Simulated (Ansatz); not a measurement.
Geometry optimisation, Ansatz, RKS PBE-D4/def2-SVPD.

The input (input.yaml):

```yaml
crystal:
  periodic: [false, false, false]
  atoms:
    - { symbol: F, position_ang: [-1.3056, -0.3844, -1.0407] }
    - { symbol: B, position_ang: [-0.3737, -0.4569, -0.0025] }
    - { symbol: S, position_ang: [1.3249, 0.2496, -0.264] }
    - { symbol: H, position_ang: [-0.5769, -0.9738, 1.0119] }
    - { symbol: H, position_ang: [-1.23945, 0.30848, 0.18071] }
basis:
  gaussian: { orbitals: def2-SVPD }
hamiltonian:
  xc: pbe
  dispersion: d4
relax:
  f_tol: 0.02
  max_steps: 50
```

Command:

```bash
$ ansatz run input.yaml --threads 2 --pin off --max-ram 3072MiB --backend cpu --events-out ev --progress --plain --runs-dir out
```

Question: Where does it end, and by what steps?

Answer: It converged. After 15 steps the energy has fallen by 4.534 eV; H5 moved furthest, 1.97 Å. Parted: B2–H5. Joined: S3–H5.

```
step  energy less start (eV)  largest force component (eV/Å)  accepted
   0                  0.0000                           5.988       yes
   1                 -0.6122                           2.491       yes
   2                 -1.0929                           1.805       yes
   3                 -1.4312                           2.170       yes
   4                 -1.7915                           1.244       yes
   5                 -2.1899                           1.406       yes
   6                 -2.6971                           1.777       yes
   7                 -3.2594                           1.492       yes
   8                 -3.5303                           3.034       yes
   9                 -3.9821                           1.034       yes
  10                 -4.2521                           1.158       yes
  11                 -4.3901                           1.209       yes
  12                 -4.4844                           1.294       yes
  13                 -4.5025                           1.352       yes
  14                 -4.5073                           0.446       yes
  15                 -4.5339                           0.019       yes
```

```xyz
5
Properties=species:S:1:pos:R:3
F -0.975 -1.203 -1.458
B -0.737 -0.631 -0.269
S 0.509 0.678 -0.215
H -1.353 -0.999 0.705
H 0.386 0.898 1.123
```

Whether the end is a true minimum wasn't checked by a vibrational analysis.

Time of the run: 17 s on 2 threads of Arm Neoverse V1, on a shared host, peak memory 0.13 GiB.
